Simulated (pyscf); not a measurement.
Structures and frequencies: ωB97X-D3(BJ)/def2-SVP in PySCF.

### Question
How much does it cost (ΔH, 298 K, ωB97M-D3(BJ)/def2-TZVP) to split H₂N–Zr(NH₂)(NH₂)–F at its F–Zr bond into [H₂N–Zr(NH₂)–NH₂]• + F•?

### Answer
F–Zr to [H₂N–Zr(NH₂)–NH₂]• + F•: 155.3 kcal/mol. The 7 functionals that were run give +151.3 (M06-2X) to +158.3 kcal/mol (ωB97X-D3(BJ)/def2-TZVP). The radicals are drawn with the spin at the cut bond; how far it spreads was not checked. Other isomers of [H₂N–Zr(NH₂)–NH₂]• were not searched in full and may lie lower. Left out: the spin-orbit lowering of F. Open-shell species with a d-block atom are single-reference here; other states, and whether the spin sits on metal or ligand, were not checked. Elements past Kr carry the def2 core potentials, without spin-orbit coupling.
